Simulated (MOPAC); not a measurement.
MOPAC input (MNDO):

```
MNDO PRECISE GNORM=0.05 LET XYZ CHARGE=-1 GEO-OK AUX(PRECISION=9) THREADS=1
CHO2

O    -1.05073224 1   -0.47616366 1   -0.00735618 1
C    -0.07562986 1    0.30382496 1    0.00787443 1
O     1.15136738 1    0.07188593 1   -0.00312174 1
H    -0.35130198 1    1.41127208 1    0.03657684 1
```

Output:

```
 *******************************************************************************
 **                                                                           **
 **                              MOPAC v23.2.5                                **
 **                                                                           **
 *******************************************************************************
 ** MOPAC's Digital Object Identifier: https://doi.org/10.5281/zenodo.6511958 **
 **                                                                           **
 ** Please cite the open-source release paper for use of this MOPAC version:  **
 ** J. E. Moussa and J. J. P. Stewart (2026)                                  **
 ** MOPAC: An open-source semiempirical molecular orbital program             **
 ** J. Open Source Softw., 11(119), 8025, https://doi.org/10.21105/joss.08025 **
 *******************************************************************************

                              MNDO CALCULATION RESULTS

 *******************************************************************************
 *  MNDO       - The MNDO Hamiltonian to be used
 *  GEO-OK     - OVERRIDE INTERATOMIC DISTANCE AND OTHER SAFETY CHECKS
 *
 *
 *
 *                 CHARGE ON SYSTEM = -1
 *
 *
 *
 *  LET        - OVERRIDE SOME SAFETY CHECKS
 *  PRECISE    - TIGHTER CRITERIA TO BE USED
 *  XYZ        - CARTESIAN COORDINATE SYSTEM TO BE USED
 *  GNORM      - EXIT WHEN GRADIENT NORM DROPS BELOW 0.050
 *  AUX        - OUTPUT AUXILIARY INFORMATION
 *******************************************************************************
MNDO PRECISE GNORM=0.05 LET XYZ CHARGE=-1 GEO-OK AUX(PRECISION=9) THREADS=1
 CHO2

   ATOM   CHEMICAL          X               Y               Z
  NUMBER   SYMBOL      (ANGSTROMS)     (ANGSTROMS)     (ANGSTROMS)

     1       O         -1.05073224  *  -0.47616366  *  -0.00735618  *
     2       C         -0.07562986  *   0.30382496  *   0.00787443  *
     3       O          1.15136738  *   0.07188593  *  -0.00312174  *
     4       H         -0.35130198  *   1.41127208  *   0.03657684  *

          CARTESIAN COORDINATES

    NO.       ATOM           X           Y           Z

     1         O         -1.0507     -0.4762     -0.0074
     2         C         -0.0756      0.3038      0.0079
     3         O          1.1514      0.0719     -0.0031
     4         H         -0.3513      1.4113      0.0366

  H: (MNDO): M.J.S. DEWAR, W. THIEL, J. AM. CHEM. SOC., 99, 4899, (1977)
  C: (MNDO): M.J.S. DEWAR, W. THIEL, J. AM. CHEM. SOC., 99, 4899, (1977)
  O: (MNDO): M.J.S. DEWAR, W. THIEL, J. AM. CHEM. SOC., 99, 4899, (1977)

           Empirical Formula: C H O2  =     4 atoms

      MOLECULAR POINT GROUP   :   C2v

      RHF CALCULATION, NO. OF DOUBLY OCCUPIED LEVELS = 9

          Geometry optimization using EF

          DIAGONAL MATRIX USED AS START HESSIAN

 CYCLE:     1  GRAD.:    52.589 HEAT: -100.6012
 CYCLE:     2  GRAD.:   440.945 HEAT: -62.46680
 CYCLE:     3  GRAD.:    44.130 HEAT: -100.3496
 CYCLE:     4  GRAD.:   237.625 HEAT: -86.89212
 CYCLE:     5  GRAD.:    52.748 HEAT: -100.2217
 CYCLE:     6  GRAD.:    72.691 HEAT: -97.23683
 CYCLE:     7  GRAD.:     5.967 HEAT: -101.6405
 CYCLE:     8  GRAD.:    53.396 HEAT: -101.3612
 CYCLE:     9  GRAD.:     3.690 HEAT: -101.6488
 CYCLE:    10  GRAD.:     2.106 HEAT: -101.6509
 CYCLE:    11  GRAD.:     0.020 HEAT: -101.6518

     GRADIENT =  0.01959 IS LESS THAN CUTOFF =  0.05000

 -------------------------------------------------------------------------------
 MNDO PRECISE GNORM=0.05 LET XYZ CHARGE=-1 GEO-OK AUX(PRECISION=9) THREADS=1
 CHO2

     GEOMETRY OPTIMISED USING EIGENVECTOR FOLLOWING (EF).
     SCF FIELD WAS ACHIEVED

                              MNDO CALCULATION
                                                       MOPAC v23.2.5 Linux

          FINAL HEAT OF FORMATION =       -101.65182 KCAL/MOL =    -425.31122 KJ/MOL

          COSMO AREA              =         68.94 SQUARE ANGSTROMS
          COSMO VOLUME            =         50.19 CUBIC ANGSTROMS

          GRADIENT NORM           =          0.01959          =       0.00979 PER ATOM
          IONIZATION POTENTIAL    =          3.735310 EV
          HOMO LUMO ENERGIES (EV) =         -3.735  8.692
          NO. OF FILLED LEVELS    =          9
          MOLECULAR WEIGHT        =         45.0177         POINT GROUP:  C2v

          MOLECULAR DIMENSIONS (Angstroms)

            Atom       Atom       Distance
            O     3    O     1     2.24133
            H     4    O     1     1.71745
            C     2    O     3     0.00000

          SCF CALCULATIONS        =         12

   ATOM   CHEMICAL          X               Y               Z
  NUMBER   SYMBOL      (ANGSTROMS)     (ANGSTROMS)     (ANGSTROMS)

     1       O         -1.03248604  *  -0.49165234  *  -0.00781896  *
     2       C         -0.08403977  *   0.33764867  *   0.00875102  *
     3       O          1.14250785  *   0.04959169  *  -0.00363812  *
     4       H         -0.35966884  *   1.44504530  *   0.03745199  *

                             CARTESIAN COORDINATES

   1    O       -1.032486041    -0.491652337    -0.007818960
   2    C       -0.084039771     0.337648672     0.008751017
   3    O        1.142507851     0.049591691    -0.003638124
   4    H       -0.359668837     1.445045302     0.037451993

           Empirical Formula: C H O2  =     4 atoms

      MOLECULAR POINT GROUP   :   C2v

                  EIGENVALUES
 -35.95394 -30.77732 -15.22791  -9.89267  -9.06923  -7.92084  -4.24898  -3.77585
  -3.73531   8.69158  10.00314  14.05037  15.09242

              NET ATOMIC CHARGES AND DIPOLE CONTRIBUTIONS

  ATOM NO.   TYPE          CHARGE      No. of ELECS.   s-Pop       p-Pop
    1          O          -0.627797        6.6278     1.89441     4.73339
    2          C           0.372874        3.6271     1.20599     2.42113
    3          O          -0.627791        6.6278     1.89441     4.73338
    4          H          -0.117286        1.1173     1.11729
 DIPOLE           X         Y         Z       TOTAL
 POINT-CHG.    -0.238     0.957     0.025     0.987
 HYBRID        -0.131     0.528     0.014     0.544
 SUM           -0.370     1.485     0.038     1.531

          ATOMIC ORBITAL ELECTRON POPULATIONS

     Atom    s        px        py        pz
    1  O   1.89441   1.50296   1.60377   1.62666
    2  C   1.20599   0.83959   0.83468   0.74686
    3  O   1.89441   1.22779   1.87889   1.62671
    4  H   1.11729

 **********************
 *                    *
 * JOB ENDED NORMALLY *
 *                    *
 **********************

 == MOPAC DONE ==
```

The dipole moment of an ion depends on the origin.
